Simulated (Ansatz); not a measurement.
**C₈H₁₈: vertical ionisation energy**

The task here is to estimate one member of a computed series from the others.

The runs use Ansatz 0.2.0, Gaussian basis; unrestricted cation, the program's frozen cores in correlated methods.

Levels to be run: UKS PBE-D4/def2-TZVPP; UKS r2SCAN-D4/def2-TZVPP; UKS PBE0-D4/def2-TZVPP; UKS B3LYP-D4/def2-TZVPP; UKS wB97X-V/def2-TZVPP; UKS wB97M-V/def2-TZVPP; UKS B2PLYP/def2-TZVPP; UHF-CCSD(T)/def2-TZVPP; UHF-MP2/def2-QZVPP; extrapolation to the limit; then −ε(HOMO) from the neutral's earlier runs with LDA (SPW92), PBE-D4, revPBE-D4, BLYP-D4, r2SCAN-D4, B97M-V, PBE0-D4, B3LYP-D4, r2SCANh-D4, r2SCAN0-D4, HSE06-D4, BHLYP-D4, CAM-B3LYP-D4, LC-ωPBE, ωB97X-V, ωB97M-V.

## Structure used throughout

All runs share one geometry, relaxed beforehand with PBE0-D4 in a triple-zeta def2 set.

SMILES `CCCC(C)CCC`, 26 atoms, charge 0, spin multiplicity 1.

Atoms are counted from 1 here; the program's logs count them from 0.

Bond lengths: C1–C2 1.519 Å, C1–H9 1.094 Å, C1–H10 1.092 Å, C1–H11 1.094 Å, C2–C3 1.521 Å, C2–H12 1.095 Å, C2–H13 1.095 Å, C3–C4 1.531 Å, C3–H14 1.097 Å, C3–H15 1.096 Å, C4–C5 1.523 Å, C4–C6 1.527 Å, C4–H16 1.099 Å, C5–H17 1.093 Å, C5–H18 1.093 Å, C5–H19 1.093 Å, C6–C7 1.520 Å, C6–H20 1.097 Å and more. Angles: C2–C1–H9 111.1°, C2–C1–H10 111.7°, C2–C1–H11 111.1°, H9–C1–H10 107.7°, H9–C1–H11 107.4°, H10–C1–H11 107.7°, C1–C2–C3 112.2°, C1–C2–H12 109.3°, C1–C2–H13 109.2°, C3–C2–H12 110.0°, C3–C2–H13 109.8°, H12–C2–H13 106.1°, C2–C3–C4 115.9°, C2–C3–H14 108.8°, C2–C3–H15 108.6°, C4–C3–H14 108.2°, C4–C3–H15 109.3°, H14–C3–H15 105.6° and more.

Set-up of the first run:

in.yaml reads:

```yaml
crystal:
  periodic: [false, false, false]
  atoms:
    - {symbol: C, position_ang: [-0.811085, -1.040661, -2.907499]}
    - {symbol: C, position_ang: [-0.776501, -0.191186, -1.648551]}
    - {symbol: C, position_ang: [-0.772555, -1.037731, -0.384499]}
    - {symbol: C, position_ang: [-0.788636, -0.265250, 0.937320]}
    - {symbol: C, position_ang: [-2.109592, 0.461374, 1.152192]}
    - {symbol: C, position_ang: [0.381708, 0.703614, 1.090706]}
    - {symbol: C, position_ang: [1.759528, 0.075056, 0.965311]}
    - {symbol: C, position_ang: [2.879118, 1.062128, 1.246629]}
    - {symbol: H, position_ang: [-1.708246, -1.665580, -2.935884]}
    - {symbol: H, position_ang: [-0.805943, -0.425368, -3.810217]}
    - {symbol: H, position_ang: [0.054077, -1.708297, -2.955364]}
    - {symbol: H, position_ang: [-1.637404, 0.485229, -1.643873]}
    - {symbol: H, position_ang: [0.112106, 0.448769, -1.669280]}
    - {symbol: H, position_ang: [-1.643982, -1.703877, -0.403125]}
    - {symbol: H, position_ang: [0.102448, -1.697079, -0.407671]}
    - {symbol: H, position_ang: [-0.693292, -1.014774, 1.734840]}
    - {symbol: H, position_ang: [-2.144962, 0.923473, 2.142206]}
    - {symbol: H, position_ang: [-2.958271, -0.223149, 1.071512]}
    - {symbol: H, position_ang: [-2.252800, 1.257893, 0.416900]}
    - {symbol: H, position_ang: [0.301421, 1.185178, 2.073177]}
    - {symbol: H, position_ang: [0.284447, 1.514581, 0.357971]}
    - {symbol: H, position_ang: [1.833494, -0.773743, 1.655733]}
    - {symbol: H, position_ang: [1.888996, -0.340919, -0.039351]}
    - {symbol: H, position_ang: [2.802877, 1.466299, 2.260022]}
    - {symbol: H, position_ang: [2.840629, 1.907415, 0.553478]}
    - {symbol: H, position_ang: [3.862430, 0.596584, 1.147338]}
basis:
  gaussian: {orbitals: def2-TZVPP}
total_charge: 1
magnetization: {spin_polarized: true, initial_magnetization: 1}
hamiltonian: {xc: pbe, dispersion: d4}
```

Steps of the session up to this table: Cation, UKS PBE-D4/def2-TZVPP; Cation, UKS r2SCAN-D4/def2-TZVPP; Cation, UKS PBE0-D4/def2-TZVPP; Cation, UKS B3LYP-D4/def2-TZVPP; Cation, UKS wB97X-V/def2-TZVPP; Cation, UKS wB97M-V/def2-TZVPP; Cation, UKS B2PLYP (frozen core)/def2-TZVPP; Cation, UHF-CCSD(T)/def2-TZVPP; Cation, UHF-MP2/def2-QZVPP.

One of the session's tables, all rows but one given; the rest of the session is left out.

For comparison, −ε(HOMO) of the neutral from earlier runs:

| functional | −ε(HOMO) (eV) |
| --- | --- |
| LDA (SPW92) | 7.21 |
| PBE-D4 | ? |
| revPBE-D4 | 7.13 |
| BLYP-D4 | 7.10 |
| r2SCAN-D4 | 7.43 |
| B97M-V | 7.60 |
| PBE0-D4 | 8.50 |
| B3LYP-D4 | 8.33 |
| r2SCANh-D4 | 7.93 |
| r2SCAN0-D4 | 8.68 |
| HSE06-D4 | 8.10 |
| BHLYP-D4 | 9.82 |
| CAM-B3LYP-D4 | 9.93 |
| LC-ωPBE | 11.24 |
| ωB97X-V | 10.93 |
| ωB97M-V | 10.80 |

Q: Estimate the row for PBE-D4 from the others.

As computed: −ε(HOMO) (eV): 7.16. In the column «−ε(HOMO) (eV)» it lies between revPBE-D4 (7.13) and LDA (SPW92) (7.21).

To keep in mind: The cation may have settled in a state other than its lowest; no search over hole states beyond the program's own was made.
